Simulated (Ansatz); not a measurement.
# CHOSi+ (quintet): wave-function methods side by side, def2-TZVPP

An exercise on one series of results from a longer session: the logs are not shown, and one member is left open.

Computed with Ansatz 0.2.0, Gaussian basis. Level: def2-TZVPP, core rule «outside noble gas», up to 7 orbitals frozen.

To be run: UHF; ROHF; CCSD(T) on UHF.

### The system

The geometry is a PBE0/def2-TZVP stationary point (not a proven minimum) of the parent state, kept for this charge and spin.

4 atoms, charge 1, spin multiplicity 5.

Atoms are counted from 1 here; the program's logs count them from 0.

Bond lengths: C1–O2 1.268 Å, O2–Si3 1.699 Å, Si3–H4 1.496 Å. Angles: C1–O2–Si3 139.4°, O2–Si3–H4 117.6°.

As a file:

```
C     0.0000    0.3330    1.7224
O     0.0000   -0.3122    0.6305
Si    0.0000   -0.0152   -1.0422
H     0.0000    1.4114   -1.4926
```

The first run:

File in.yaml:

```yaml
crystal:
  periodic: [false, false, false]
  atoms:
    - {symbol: C, position_ang: [0.000000, 0.333035, 1.722367]}
    - {symbol: O, position_ang: [0.000000, -0.312160, 0.630489]}
    - {symbol: Si, position_ang: [0.000000, -0.015246, -1.042169]}
    - {symbol: H, position_ang: [0.000000, 1.411369, -1.492570]}
basis:
  gaussian: {orbitals: def2-TZVPP}
total_charge: 1
magnetization: {spin_polarized: true, initial_magnetization: 4}
hamiltonian: {xc: hf}
output: {orbitals: {seedname: orbitals}}
```

On the command line:

```
$ ansatz run in.yaml --threads 1 --pin off --events-out ev --progress --plain --max-ram 4096MiB --backend cpu
```

Among the steps run: UHF; ROHF; CCSD(T) on UHF.

One of the session's tables, all rows but one given; the rest of the session is left out.

| method | from UCCSD(T) (kJ/mol) |
| --- | --- |
| ROHF | +1092.7 |
| UHF | +1068.7 |
| UMP2 | +106.3 |
| UCCSD | ? |
| UCCSD(T) | 0 |

Q: Estimate the row for UCCSD from the others.

The run gave: from UCCSD(T) (kJ/mol): +45.5. In the column «from UCCSD(T) (kJ/mol)» it lies between UCCSD(T) (0) and UMP2 (+106.3).
